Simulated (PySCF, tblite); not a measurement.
# C₃HF₂N: geometry, infrared bands, NMR shifts, spin-spin couplings, electronic excitations and core binding energies

Wanted: the infrared bands, NMR shifts, spin-spin couplings, electronic excitations and core binding energies of C₃HF₂N (`N#C/C(F)=C\F`), by calculation.

Programs: tblite 0.8.0 and PySCF 2.14.0, with density-fitted response routines of our own. Each step states its level of theory. These are calculated values for one molecule in the gas phase, unless marked as measured. Atoms are numbered from 0 throughout.

### Step 1. The molecule as given

7 atoms, charge 0, multiplicity 1; geometry from: GFN2-xTB.

Bonds of the start (Å): N0–C1 1.14, C1–C2 1.42, C2–F3 1.34, C2–C4 1.34, C4–F5 1.32, C4–H6 1.08.

### Step 2. Harmonic vibrations with GFN2-xTB

What the job is given:

```
{"job": {"kind": "ir", "xc": "GFN2-xTB", "basis": "xTB"}, "charge": 0, "multiplicity": 1}
N      2.475469    -0.536671     0.002730
C      1.421476    -0.091799     0.001096
C      0.113984     0.457828    -0.001356
F      0.037483     1.798518     0.003623
C     -1.019729    -0.247512    -0.008672
F     -1.020465    -1.572497    -0.013810
H     -2.004884     0.197037    -0.010689
```

**Question.** This job is followed by: PBE0-D3(BJ)/def2-SVP geometry optimisation, gas phase; GIAO PBE0/pcSseg-1 NMR shielding, non-relativistic, gas phase; B3LYP/pcJ-1 indirect spin-spin coupling, non-relativistic, gas phase; TDDFT CAM-B3LYP/def2-SVPD, vertical, gas phase, core orbitals frozen in the response; GIAO HF/pcSseg-2 NMR shielding, non-relativistic, gas phase; delta-SCF UKS SCAN, pcX-2 on the ionised atom, pcseg-1 elsewhere, spin-free X2C. Predict these results of the whole session: strongest single infrared mode (GFN2-xTB); zero-point energy (GFN2-xTB); point group; rotational constants (main isotopes); 13C shifts against TMS (PBE0/pcSseg-1); 1H shifts against TMS (PBE0/pcSseg-1); 15N shifts against NH3 (PBE0/pcSseg-1); 19F shifts against CFCl3 (PBE0/pcSseg-1); largest coupling of the table (B3LYP/pcJ-1); lowest singlet (CAM-B3LYP/def2-SVPD); brightest single state of those computed; lowest triplet; vertical ionisation energy (ΔSCF); vertical electron affinity (ΔSCF); C1s binding energies, SCAN/pcX-2; F1s binding energies, SCAN/pcX-2; N1s binding energies, SCAN/pcX-2; range of the shift of F5.

As calculated:

| quantity | value |
| --- | --- |
| strongest single infrared mode (GFN2-xTB) | 1174 cm⁻¹, 241 km/mol |
| zero-point energy (GFN2-xTB) | 21.4 kcal/mol |
| point group | Cs |
| rotational constants (main isotopes) | 4.63, 3.42, 1.97 GHz |
| 13C shifts against TMS (PBE0/pcSseg-1) | 162.9, 136.9, 113.8 ppm |
| 1H shifts against TMS (PBE0/pcSseg-1) | 7.79 ppm |
| 15N shifts against NH3 (PBE0/pcSseg-1) | 352.4 ppm |
| 19F shifts against CFCl3 (PBE0/pcSseg-1) | -150.6, -181.1 ppm |
| largest coupling of the table (B3LYP/pcJ-1) | 1J(C,F) C4–F5, -360.1 Hz |
| lowest singlet (CAM-B3LYP/def2-SVPD) | 5.93 eV (209 nm), f = 0.000 |
| brightest single state of those computed | state 2, 6.19 eV, f = 0.326 |
| lowest triplet | 3.50 eV |
| vertical ionisation energy (ΔSCF) | 10.84 eV |
| vertical electron affinity (ΔSCF) | -0.12 eV (unbound: the value hangs on the basis) |
| C1s binding energies, SCAN/pcX-2 | C2 294.90, C4 294.21, C1 293.09 eV |
| F1s binding energies, SCAN/pcX-2 | F5 694.58, F3 694.45 eV |
| N1s binding energies, SCAN/pcX-2 | N0 405.84 eV |
| range of the shift of F5 | -150.6 to -131.4 ppm |

What this shows: All 15 modes are real, so the xTB geometry is a minimum. The strongest single mode, at 1174 cm⁻¹, is spread over several atoms, C2, F3, H6, C4 among them. GFN2-xTB is a fitted tight-binding method: band positions and strengths are rough. Its intensities can rank the bands wrongly. The optimisation took 7 steps and gained 0.030 eV; among the close pairs (by a distance rule), N0–C1 changed most, from 1.144 to 1.159 Å. No frequency check was run at this level, so the end point may be a saddle. At PBE0/pcSseg-1: Shielding is most anisotropic at N0 (span 453 ppm, paramagnetic term -424 ppm). Of the pairs tabulated at B3LYP/pcJ-1, C4–F5 couples most strongly (-360.1 Hz; Fermi contact -330.1 Hz). Density functionals describe couplings to fluorine poorly, F–F couplings above all, so those rows are rough. The lowest singlet, at 5.93 eV, is HOMO→LUMO+1 0.94 and is dark; of the 10 states computed, the strongest absorption comes from state 2 at 6.19 eV. The lowest triplet lies 2.42 eV below the lowest singlet (triplets in Tamm-Dancoff, singlets in full TDDFT). ΔSCF puts the ionisation energy at 10.84 eV, 1.11 eV above −ε(HOMO). The C1s levels kept as sound span 1.81 eV, from C1 (nitrile carbon) up to C2 (fully substituted alkene carbon). F5 (vinylic fluorine) binds its F1s electron 0.13 eV more tightly than F3 (vinylic fluorine). In ppm, F5 moves most: its shift spreads over 19.2 ppm, from -150.6 (PBE0/pcSseg-1) to -131.4 (HF/pcSseg-2).
